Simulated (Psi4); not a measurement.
# LCCD/3-21G (density fitting, density fitting for correlation, dynamic level 1) run of [BPH5]− (SMILES [BH3-]P)

We compute a geometry optimisation of [BPH5]−. 

Program for the calculation: Psi4 1.11.

2 further runs of the same task are left out: 2 set aside as unsound or not needed.

### 1 The structure to begin with

The species is [BPH5]− (7 atoms), meant as a singlet with charge -1. As SMILES, `[BH3-]P`. The coordinates come from a GFN2-xTB relaxation. The run starts from this shape.

Bond lengths: B1–P2 1.992 Å, B1–H3 1.212 Å, B1–H4 1.212 Å, B1–H5 1.210 Å, P2–H6 1.385 Å, P2–H7 1.385 Å. Angles: B1–P2–H6 99.5°, B1–P2–H7 99.7°, P2–B1–H3 106.1°, P2–B1–H4 106.1°, P2–B1–H5 108.9°, H6–P2–H7 90.6°, H3–B1–H4 110.9°, H3–B1–H5 112.3°, H4–B1–H5 112.2°.

### 2 A geometry optimisation at LCCD/3-21G (density fitting, density fitting for correlation, dynamic level 1)

The input, calc.dat:

```
memory 1600 MB

molecule {
  -1 1
  B     -0.506120    -0.519900    -0.363840
  P      0.697480     0.300190     0.995330
  H     -1.584360    -0.644230     0.174420
  H     -0.027360    -1.601150    -0.627340
  H     -0.557520     0.205550    -1.330350
  H      0.219110     1.599520     0.971100
  H      1.758760     0.660030     0.180690
  units angstrom
  no_reorient
  no_com
}

set scf_type df
set freeze_core true
set cc_type df
set geom_maxiter 50
set g_convergence turbomole
set dynamic_level 1

e = optimize('lccd/3-21G')
```

The run is started by

```bash
$ psi4 -n 1 calc.dat calc.out
```

calc.out:

```text
Psi4 1.11 release

gradient() will perform analytic gradient computation.
    For method 'LCCD', SCF Algorithm Type (re)set to DISK_DF.

   => Loading Basis Set <=

    Name: 3-21G
    Role: ORBITAL
    Keyword: BASIS

         ---------------------------------------------------------
                                   SCF
                              RHF Reference
                        1 Threads,   1525 MiB Core
         ---------------------------------------------------------

  ==> Geometry <==

    Molecular point group: c1
    Full point group: C1

    Geometry (in Angstrom), charge = -1, multiplicity = 1:

       Center              X                  Y                   Z               Mass
    ------------   -----------------  -----------------  -----------------  -----------------
         B           -0.506120000000    -0.519900000000    -0.363840000000    11.009305360000
         P            0.697480000000     0.300190000000     0.995330000000    30.973761998420
         H           -1.584360000000    -0.644230000000     0.174420000000     1.007825032230
         H           -0.027360000000    -1.601150000000    -0.627340000000     1.007825032230
         H           -0.557520000000     0.205550000000    -1.330350000000     1.007825032230
         H            0.219110000000     1.599520000000     0.971100000000     1.007825032230
         H            1.758760000000     0.660030000000     0.180690000000     1.007825032230

  Running in c1 symmetry.

  Rotational constants: A =      1.74594  B =      0.25788  C =      0.25122 [cm^-1]
  Rotational constants: A =  52342.00518  B =   7731.10803  C =   7531.42609 [MHz]
  Nuclear repulsion =   51.156154058888333

  Charge       = -1
  Multiplicity = 1
  Electrons    = 26
  Nalpha       = 13
  Nbeta        = 13

  ==> Algorithm <==

  SCF Algorithm Type is DISK_DF.
  DIIS enabled.
  MOM disabled.
  Fractional occupation disabled.
  Guess Type is SAD.
  Energy threshold   = 1.00e-10
  Density threshold  = 1.00e-10
  Integral threshold = 1.00e-12

  ==> Primary Basis <==

  Basis Set: 3-21G
    Blend: 3-21G
    Number of shells: 22
    Number of basis functions: 32
    Number of Cartesian functions: 32
    Spherical Harmonics?: false
    Max angular momentum: 1

   => Loading Basis Set <=

    Name: (3-21G AUX)
    Role: JKFIT
    Keyword: DF_BASIS_SCF

  ==> Integral Setup <==

  ==> DiskDFJK: Density-Fitted J/K Matrices <==

    J tasked:                  Yes
    K tasked:                  Yes
    wK tasked:                  No
    Integrals threads:           1
    Memory [MiB]:             1144
    Algorithm:                Core
    Integral Cache:           SAVE
    Schwarz Cutoff:          1E-12
    Fitting Condition:       1E-10

   => Auxiliary Basis Set <=

  Basis Set: (3-21G AUX)
    Blend: DEF2-UNIVERSAL-JKFIT
    Number of shells: 93
    Number of basis functions: 344
    Number of Cartesian functions: 344
    Spherical Harmonics?: false
    Max angular momentum: 4

  Minimum eigenvalue in the overlap matrix is 9.0390649248E-03.
  Reciprocal condition number of the overlap matrix is 2.2099393446E-03.
    Using symmetric orthogonalization.

  ==> Pre-Iterations <==

  SCF Guess: Superposition of Atomic Densities via on-the-fly atomic UHF (no occupation information).

   -------------------------
    Irrep   Nso     Nmo
   -------------------------
     A         32      32
   -------------------------
    Total      32      32
   -------------------------

  ==> Iterations <==

                           Total Energy        Delta E     RMS |[F,P]|

   @DF-RHF iter SAD:  -365.72043601277130   -3.65720e+02   0.00000e+00
   @DF-RHF iter   1:  -366.34425705398803   -6.23821e-01   8.91773e-03 DIIS/ADIIS
   @DF-RHF iter   2:  -366.40817578531266   -6.39187e-02   2.76841e-03 DIIS/ADIIS
   @DF-RHF iter   3:  -366.41354179201545   -5.36601e-03   4.23106e-04 DIIS/ADIIS
   @DF-RHF iter   4:  -366.41385279969120   -3.11008e-04   7.46956e-05 DIIS
   @DF-RHF iter   5:  -366.41386201105047   -9.21136e-06   1.37480e-05 DIIS
   @DF-RHF iter   6:  -366.41386228737366   -2.76323e-07   3.95477e-06 DIIS
   @DF-RHF iter   7:  -366.41386231290414   -2.55305e-08   6.54310e-07 DIIS
   @DF-RHF iter   8:  -366.41386231376919   -8.65043e-10   9.47192e-08 DIIS
   @DF-RHF iter   9:  -366.41386231378590   -1.67120e-11   1.10129e-08 DIIS
   @DF-RHF iter  10:  -366.41386231378601   -1.13687e-13   1.50899e-09 DIIS
   @DF-RHF iter  11:  -366.41386231378601    0.00000e+00   1.81529e-10 DIIS
   @DF-RHF iter  12:  -366.41386231378624   -2.27374e-13   3.07681e-11 DIIS
  Energy and wave function converged.

  ==> Post-Iterations <==

    Orbital Energies [Eh]
    ---------------------

    Doubly Occupied:

       1A    -79.133122     2A     -7.274187     3A     -7.208264
       4A     -5.093183     5A     -5.092479     6A     -5.090052
       7A     -0.646628     8A     -0.454548     9A     -0.312726
      10A     -0.251079    11A     -0.213191    12A     -0.188065
      13A     -0.122044

    Virtual:

      14A      0.398623    15A      0.436702    16A      0.473311
      17A      0.532336    18A      0.543482    19A      0.602000
      20A      0.826341    21A      0.830011    22A      0.851651
      23A      0.883922    24A      0.888518    25A      0.958219
      26A      1.061044    27A      1.401319    28A      1.476870
      29A      1.544055    30A      1.651048    31A      1.653963
      32A      1.703049

    Final Occupation by Irrep:
              A
    DOCC [    13 ]
    NA   [    13 ]
    NB   [    13 ]

  @DF-RHF Final Energy:  -366.41386231378624

   => Energetics <=

[... 2 lines left out ...]
    Two-Electron Energy =                 195.4108793286196715
[... 59 lines left out ...]
  DIE_IF_NOT_CONVERGED          => (empty)
[... 61 lines left out ...]
  PCG_CONVERGENCE               => (empty)
[... 41 lines left out ...]
	For this energy convergence, default residual convergence is:     3.16e-07
[... 150 lines left out ...]
	                                 ==> Convergence Check <==
[... 119 lines left out ...]
   @DF-RHF iter   0:  -366.35438739575761   -3.66354e+02   5.32114e-03
[... 4 lines left out ...]
   @DF-RHF iter   5:  -366.41903534437154   -9.25907e-08   1.08541e-06 DIIS
[... 4 lines left out ...]
   @DF-RHF iter  10:  -366.41903534683001   -2.27374e-13   2.63511e-10 DIIS
[... 15 lines left out ...]
    Nuclear Repulsion Energy =             49.2408287877332853
[... 18 lines left out ...]
 Dipole Y            :         -4.0973627            4.6040614            0.5066987
[... 71 lines left out ...]
  MAX_MOGRAD_CONVERGENCE        => (empty)
[... 72 lines left out ...]
	Warning: cc_lambda option is changed to TRUE
[... 51 lines left out ...]
	================ LCCD FINAL RESULTS ===================================
[... 109 lines left out ...]
	  Convergence Criteria     1.00e-06 *    1.00e-03 *    5.00e-04 *    1.00e-03 *    5.00e-04 *
[... 82 lines left out ...]
   @DF-RHF iter   3:  -366.41884456465641   -7.56577e-07   7.91600e-06 DIIS
[... 4 lines left out ...]
   @DF-RHF iter   8:  -366.41884467674191   -1.70530e-13   3.13303e-09 DIIS
[... 12 lines left out ...]
  @DF-RHF Final Energy:  -366.41884467674191
[... 21 lines left out ...]
 Dipole X            :        -15.0496716           15.1344990            0.0848274
[... 70 lines left out ...]
  LS_THC_WEIGHTS_TOLERANCE      => (empty)
[... 58 lines left out ...]
  R_CONVERGENCE                 => (empty)
[... 63 lines left out ...]
 ===================== DF-LCCD ITERATIONS ARE CONVERGED =======================
[... 111 lines left out ...]
	   Step    Total Energy     Delta E     Max Force     RMS Force      Max Disp      RMS Disp
[... 83 lines left out ...]
   @DF-RHF iter   2:  -366.41882823665617   -1.56305e-06   1.13309e-05 DIIS
[... 4 lines left out ...]
   @DF-RHF iter   7:  -366.41882843539258   -1.64846e-12   6.57182e-09 DIIS
[... 7 lines left out ...]
    Final Occupation by Irrep:
[... 12 lines left out ...]
    Total Energy =                       -366.4188284353924701
[... 68 lines left out ...]
  E_CONVERGENCE                 => 1e-08           !
[... 74 lines left out ...]
  RMS_MOGRAD_CONVERGENCE        => (empty)
[... 48 lines left out ...]
	DF-MP2 Total Energy (a.u.)         :  -366.55125118443777
[... 122 lines left out ...]
	Measures of convergence in internal coordinates in au.
[... 87 lines left out ...]
   @DF-RHF iter   1:  -366.41886612247004   -7.55586e-04   1.82055e-05 DIIS
[... 4 lines left out ...]
   @DF-RHF iter   6:  -366.41886654728523   -7.84439e-12   1.35817e-08 DIIS
[... 7 lines left out ...]
    Final Occupation by Irrep:
[... 12 lines left out ...]
    Total Energy =                       -366.4188665472856883
[... 68 lines left out ...]
  E_CONVERGENCE                 => 1e-08           !
[... 74 lines left out ...]
  RMS_MOGRAD_CONVERGENCE        => (empty)
[... 48 lines left out ...]
	DF-MP2 Total Energy (a.u.)         :  -366.55125140525092
[... 122 lines left out ...]
	Measures of convergence in internal coordinates in au.
[... 87 lines left out ...]
   @DF-RHF iter   1:  -366.41888423689721   -2.83265e-04   7.35602e-06 DIIS
[... 4 lines left out ...]
   @DF-RHF iter   6:  -366.41888431868034   -1.47793e-12   5.59331e-09 DIIS
[... 28 lines left out ...]
    Final Occupation by Irrep:
[... 12 lines left out ...]
    Total Energy =                       -366.4188843186803979
[... 68 lines left out ...]
  E_CONVERGENCE                 => 1e-08           !
[... 74 lines left out ...]
  RMS_MOGRAD_CONVERGENCE        => (empty)
[... 48 lines left out ...]
	DF-MP2 Total Energy (a.u.)         :  -366.55125067926110
[... 6 lines left out ...]
  Iter       E_corr                  DE                 T2 RMS
  ----   ----------------      ----------------       ----------
   1      -0.1572116578         -0.0248452973         4.56e-04
   2      -0.1685132189         -0.0113015610         1.76e-04
   3      -0.1688654943         -0.0003522755         2.88e-05
[... 7 lines of this table left out ...]
  11      -0.1688721307          0.0000000039         1.00e-09

 ==============================================================================
 ===================== DF-LCCD ITERATIONS ARE CONVERGED =======================
 ==============================================================================

	=======================================================================
	================ LCCD FINAL RESULTS ===================================
	=======================================================================
	Nuclear Repulsion Energy (a.u.)    :    48.83788790490649
	SCF Energy (a.u.)                  :  -366.41888431868045
	REF Energy (a.u.)                  :  -366.41888431868045
	DF-LCCD Correlation Energy (a.u.)  :    -0.16887213069437
	DF-LCCD Total Energy (a.u.)        :  -366.58775644937481
	=======================================================================

	Computing unrelaxed response density matrices...

	Forming independent-pairs...
	Number of independent-pairs: 247
	Computing the generalized Fock matrix (GFM)...
	Computing the orbital gradient...
	Forming effective orbital gradient...
	Solving orbital Z-vector equations...

	            PCG Solver
	   ------------------------------
	Iter     RMS Z Vector        RMS Residual
	----    ---------------    ---------------
	  1         4.80e-04         2.85e-04
	  2         2.00e-04         4.30e-05
	  3         2.82e-05         7.77e-06
	  4         3.99e-06         2.06e-06
	  5         1.08e-06         3.16e-07
	  6         2.00e-07         4.47e-08
	  7         3.23e-08         9.17e-09

	Computing the relaxed PDMs and GFM...

	total time  =          1 seconds =       0.02 minutes

	Forming Gamma^tilde...
	Backtransforming OPDM, TPDM, and GFM to the AO basis...

	total time  =          0 seconds =       0.00 minutes
    Molecular point group: c1
    Full point group: C1

    Geometry (in Bohr), charge = -1, multiplicity = 1:

       Center              X                  Y                   Z
    ------------   -----------------  -----------------  -----------------
         B           -1.016864424128    -1.037467437719    -0.739992969582
         P            1.374657481950     0.606456992269     1.949113872329
         H           -3.086752360641    -1.277022580702     0.302414733084
         H           -0.088894417689    -3.115289601576    -1.239940585259
         H           -1.152918668580     0.321667890318    -2.624300110331
         H            0.417052457763     3.212483333934     1.983228608134
         H            3.553701034063     1.289190300738     0.369495348886

  -Total gradient:
     Atom            X                  Y                   Z
    ------   -----------------  -----------------  -----------------
       1        0.000016991066     0.000030352686    -0.000005507692
       2       -0.000047010716    -0.000031074208    -0.000054280081
       3        0.000017794038     0.000002525098     0.000001469737
       4       -0.000001499393     0.000014301777     0.000011540307
       5       -0.000002872909    -0.000027548800     0.000028217031
       6        0.000010598659     0.000004184710     0.000007975951
       7        0.000005999256     0.000007258738     0.000010584746

    			-----------------------------------------

    			 OPTKING 3.0: for geometry optimizations

    			        with contributions from

    			-----------------------------------------

	                            ===> Fragment 1 <==

	 Z (Atomic Numbers)          Masses                          Geom
	       5.000000            11.009305         -1.01686442 -1.03746744 -0.73999297
	      15.000000            30.973762          1.37465748  0.60645699  1.94911387
	       1.000000             1.007825         -3.08675236 -1.27702258  0.30241473
	       1.000000             1.007825         -0.08889442 -3.11528960 -1.23994059
	       1.000000             1.007825         -1.15291867  0.32166789 -2.62430011
	       1.000000             1.007825          0.41705246  3.21248333  1.98322861
	       1.000000             1.007825          3.55370103  1.28919030  0.36949535

	 - Coordinate -           - BOHR/RAD -       - ANG/DEG -
	 R(1,2)           =         3.956407           2.093641
	 R(1,3)           =         2.329901           1.232930
	 R(1,4)           =         2.329897           1.232928
[... 17 lines of this table left out ...]
	 D(5,1,2,7)       =        -0.828457         -47.467113

	        --- Internal Coordinate Step in ANG or DEG, aJ/ANG or AJ/DEG ---
	-------------------------------------------------------------------------------
	           Coordinate      Previous         Force          Change          New
	           ----------      --------        ------          ------        ------
	               R(1,2)       2.09364        0.00042        0.00038       2.09402
	               R(1,3)       1.23293        0.00013        0.00002       1.23295
	               R(1,4)       1.23293        0.00013        0.00003       1.23295
[... 17 lines of this table left out ...]
	           D(5,1,2,7)     -47.46711        0.00000        0.00170     -47.46541
	-------------------------------------------------------------------------------

	                                 ==> Convergence Check <==

	Measures of convergence in internal coordinates in au.

	Criteria marked as inactive (o), active & met (*), and active & unmet ( ).

	----------------------------------------------------------------------------------------------
	   Step    Total Energy     Delta E     Max Force     RMS Force      Max Disp      RMS Disp
	----------------------------------------------------------------------------------------------
	  Convergence Criteria     1.00e-06 *    1.00e-03 *    5.00e-04 *    1.00e-03 *    5.00e-04 *
	----------------------------------------------------------------------------------------------
	     6    -366.58775645   -8.58e-07 *    5.08e-05 *    2.01e-05 *    7.24e-04 *    2.10e-04 *  ~
	----------------------------------------------------------------------------------------------

Next Geometry in Ang
	Fragment 1 (Ang)

	    B  -0.5381471231  -0.5491039845  -0.3915485997
	    P   0.7276318448   0.3210306789   1.0316885840
	    H  -1.6335630305  -0.6758294107   0.1599771485
	    H  -0.0470763196  -1.6486326978  -0.6562393013
	    H  -0.6099238267   0.1703992664  -1.3885919211
	    H   0.2205916509   1.6999785205   1.0493532199
	    H   1.8804768041   0.6821676272   0.1953708698

    Final optimized geometry and variables:
    Molecular point group: c1
    Full point group: C1

    Geometry (in Angstrom), charge = -1, multiplicity = 1:

    B           -0.538101479590    -0.549004124853    -0.391587415559
    P            0.727437411925     0.320923219560     1.031426642237
    H           -1.633439004233    -0.675771247219     0.160030984919
    H           -0.047040899997    -1.648540261791    -0.656148300304
    H           -0.610098285169     0.170219316960    -1.388719812346
    H            0.220694656302     1.699972969975     1.049479382973
    H            1.880537600761     0.682210127367     0.195528518079

    Psi4 run time: 0:00:16.63

[set-up sections that repeat, and orbital energies of the middle runs, are left out above]
```

On the terminal:

```text
Optimizer: Optimization complete!
```

Run time: 19 s. Hardware: 1 thread of AMD EPYC 7R13 (Zen 3), shared host; peak memory 0.63 GiB.

The path in brief:

| step | energy from the first frame kept (eV) | largest force (eV/Å) |
| --- | --- | --- |
| 0 | 0.0000 | 1.8874 |
| 1 | -0.2107 | 0.4306 |
| 2 | -0.2181 | 0.1641 |
| 3 | -0.2190 | 0.0674 |
| 4 | -0.2191 | 0.0190 |
| 5 | -0.2192 | 0.0040 |

After the run. Bond lengths: B1–P2 2.094 Å, B1–H3 1.233 Å, B1–H4 1.233 Å, B1–H5 1.232 Å, P2–H6 1.469 Å, P2–H7 1.469 Å. Angles: B1–P2–H6 100.9°, B1–P2–H7 100.9°, P2–B1–H3 106.0°, P2–B1–H4 106.0°, P2–B1–H5 110.1°, H6–P2–H7 92.7°, H3–B1–H4 111.0°, H3–B1–H5 111.7°, H4–B1–H5 111.7°.

### 3 What came out

At LCCD/3-21G (density fitting, density fitting for correlation, dynamic level 1), 6 core orbitals frozen:

| quantity | value |
| --- | --- |
| total energy at the end | -366.58776 Eh |
| HOMO energy (Hartree–Fock orbitals) | -3.37 eV |
| LUMO energy (Hartree–Fock orbitals) | 10.38 eV |
| HOMO–LUMO gap (to an unbound level, set by the basis) | 13.75 eV |
| correlation energy (6 core orbitals frozen) | -168.9 mEh |

In words: At the final geometry: Bond lengths: B1–P2 2.094 Å, B1–H3 1.233 Å, B1–H4 1.233 Å, B1–H5 1.232 Å, P2–H6 1.469 Å, P2–H7 1.469 Å. Angles: B1–P2–H6 100.9°, B1–P2–H7 100.9°, P2–B1–H3 106.0°, P2–B1–H4 106.0°, P2–B1–H5 110.1°, H6–P2–H7 92.7°, H3–B1–H4 111.0°, H3–B1–H5 111.7°, H4–B1–H5 111.7°. The optimisation took 6 steps and changed the energy by -0.219 eV.
